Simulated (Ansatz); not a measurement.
Input for Ansatz (development build ahead of 0.2.0):

```yaml
crystal:
  periodic: [false, false, false]
  atoms:
    - { symbol: C, position_ang: [0.00336, 0.00537, -0.75183] }
    - { symbol: C, position_ang: [-0.00557, -0.00813, 0.75786] }
    - { symbol: H, position_ang: [0.00363, -1.01909, -1.15717] }
    - { symbol: H, position_ang: [-0.88462, 0.51094, -1.17482] }
    - { symbol: H, position_ang: [0.8803, 0.50607, -1.1603] }
    - { symbol: H, position_ang: [0.00471, 1.03264, 1.16355] }
    - { symbol: H, position_ang: [-0.89494, -0.51548, 1.16051] }
    - { symbol: H, position_ang: [0.88411, -0.50236, 1.16559] }
basis:
  gaussian: { orbitals: STO-3G }
hamiltonian:
  xc: hf
correlation:
  method: mp2
  frozen_orbitals: { C: 1, H: 0 }
```

The input is written out in the form of the current development build from the run's settings.

Output:

```
Converged                       : yes
Reference energy                : -78.30369 hartree
Correlation energy              : -0.10763 hartree
Total energy                    : -78.41131 hartree
Spin squared of the determinant : 0.000
```
